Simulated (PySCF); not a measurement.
methanol cation (CH4O), SMILES CO (connectivity only; charge and spin as stated), charge +1, multiplicity 2.

Geometry: PBE-D3(BJ)/def2-TZVP. The spin state was assumed, not searched.

All values below come from M06-2X/def2-TZVPD (PySCF).

Gas-phase values at a fixed geometry.

* **total energy**: -115.31650 hartree
* **point group**: Cs
* **α spin, highest occupied and lowest empty level**: -19.17 and -5.57 eV
* **β spin, highest occupied and lowest empty level**: -19.71 and -12.17 eV
* **dipole moment about the centre of nuclear charge**: 2.33 D
* **mean static polarisability**: 18.8 bohr³ (2.79 Å³)
* **polarisability, principal values**: 14.7, 16.0, 25.7 bohr³
* **⟨S²⟩**: 0.756 (pure state 0.75)
